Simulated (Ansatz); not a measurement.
HC–SeH, triplet in cc-pVDZ: errors against UCCSDT(Q)

Geometry: a PBE0/def2-TZVP stationary point for this spin, not checked as a minimum.

```yaml
atoms:
  - { symbol: C, position_ang: [-0.1382, 0.0631, 1.5565] }
  - { symbol: Se, position_ang: [0.0124, -0.0276, -0.2598] }
  - { symbol: H, position_ang: [0.6196, -0.0163, 2.3303] }
  - { symbol: H, position_ang: [0.0556, 1.4286, -0.5243] }
```

Basis cc-pVDZ; Ansatz 0.2.0. Correlated methods freeze the noble-gas cores and the filled d shells of p-block atoms, which leaves 12 electrons in 36 orbitals. R marks a restricted (for open shells ROHF) determinant, U an unrestricted one. Active spaces: valence = (12e, 10o) chosen from the atoms' valence shells. No spin–orbit coupling is included, and no scalar relativity.

Full CI isn't at hand for all of this; UCCSDT(Q) serves as the reference, and is uncertain by about the last step of the cluster series. The frozen core follows each run's orbitals, which can shift R against U totals by a few meV for light atoms and by up to 0.1 eV past Ca.

The UHF ⟨S²⟩ is 2.027. The T1 diagnostic (RCCSD) is 0.0327. The largest doubles amplitude (RCCSD) is 0.032 and the T1 diagnostic (UCCSD) is 0.0249.

```
   level  E − E(UCCSDT(Q)) (kJ/mol)  share of correlation (%)  wall time
     UHF                      646.8                      2.70          –
    UMP2                      108.9                     83.62          –
   UCCSD                       21.2                     96.80          –
UCCSD(T)                        3.9                     99.42      4.7 s
  UCCSDT                        1.2                     99.82          –
```

The correlation energy at UCCSDT(Q), counted from RHF, is -6.890 eV. That run took 75 s on 1 thread of AMD EPYC, shared host.

Run but not shown, since their state or frozen core can't be matched to the reference's or they repeat it: RHF, RMP2, CISD, RCCSD, RCCSD(T), BCCD(T), RCCSDT, RCCSDT(Q), CASSCF (valence space), NEVPT2 (valence space), MRCISD (valence space), MRCISD+Q (valence space).

Times hold each run's SCF and search for its determinant on a shared host, so for small cases they say little of a method's own cost; they ran on 1 thread of AMD EPYC.

Natural occupations of CASSCF (valence space) about the gap: 1.979 1.971 1.966 1.006 1.000 0.038 0.032 0.021; effectively unpaired electrons, Σ n²(2−n)², 2.02.

Atomization energy (electronic, same basis, no zero-point term; atoms at the same level, unrestricted beside the R rows where the molecule is a closed shell, but restricted open-shell past Ca, as are all atoms' steps beyond CCSDT(Q)) at UCCSDT(Q): 903.2 kJ/mol. Errors of other levels:

| level | error (kJ/mol) |
| --- | --- |
| UHF | -211.5 |
| UMP2 | -7.7 |
| UCCSD | -14.7 |
| UCCSD(T) | -2.2 |
| UCCSDT | -0.9 |

This basis is far from its limit, so the value isn't to be set against a measured one.
